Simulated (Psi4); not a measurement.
# AlH3Cl− (SMILES [H][Al-]([H])([H])[Cl]) at TDA-CAM-B3LYP/cc-pVTZ (save jk yes, sweep point 3)

Wanted: the excited states of AlH3Cl−. 

Program for the calculation: Psi4 1.11.

3 further runs of the same task are left out: 3 set aside as unsound or not needed.

## (1) The molecule

AlH3Cl− has 5 atoms, charge -1, and is taken as a singlet. As SMILES, `[H][Al-]([H])([H])[Cl]`. The shape comes from GFN2-xTB, which is rough for such elements, and wasn't checked as a minimum.

Bond lengths: Al1–Cl2 2.096 Å, Al1–H3 1.609 Å, Al1–H4 1.608 Å, Al1–H5 1.609 Å. Angles: Cl2–Al1–H3 107.0°, Cl2–Al1–H4 107.2°, Cl2–Al1–H5 107.4°, H3–Al1–H4 111.6°, H3–Al1–H5 111.7°, H4–Al1–H5 111.8°.

## (2) The vertical excitations at TDA-CAM-B3LYP/cc-pVTZ (save jk yes, sweep point 3)

Contents of job.in:

```
memory 1600 mb

molecule molecule1 {
  -1 1
  Al    -0.002450     0.000420    -0.134210
  Cl     0.013850    -0.018360     1.961810
  H      1.532100     0.011680    -0.616990
  H     -0.775390     1.334390    -0.590440
  H     -0.768110    -1.328130    -0.620160
  symmetry c1
}

set {
  basis                cc-pVTZ
  reference            rks
  puream               true
  scf_type             pk
  dft_radial_points    99
  dft_spherical_points 590
  save_jk              true
}

from psi4.driver.procrouting.response.scf_response import tdscf_excitations
result, w = energy("cam-b3lyp", return_wfn=True)
states = tdscf_excitations(w, states=4, tda=True)
```

Launch:

```
$ psi4 job.in job.out -n 1
```

**Question.** What will come out? Wanted: ground-state or mean-field energy; HOMO energy; LUMO energy; HOMO–LUMO gap; lowest excitation energy.

Answer, from the run:

At TDA-CAM-B3LYP/cc-pVTZ (save jk yes, sweep point 3):

| quantity | value |
| --- | --- |
| ground-state or mean-field energy | -704.58674 Eh |
| HOMO energy (CAM-B3LYP Kohn–Sham orbitals) | -3.73 eV |
| LUMO energy (CAM-B3LYP Kohn–Sham orbitals) | 6.21 eV |
| HOMO–LUMO gap (to an unbound level, set by the basis) | 9.94 eV |
| lowest excitation energy | 6.67 eV |

**Reading.** The brightest of the 4 transitions from the ground state lies at 8.11 eV (153 nm, f = 0.057); the lowest, at 6.67 eV, has f = 0.000. For an anion, states without diffuse functions may be basis-held continuum. Roots above 3.7 eV lie over the negative of the HOMO energy, where those of Rydberg kind are poorly described; valence roots are less touched.
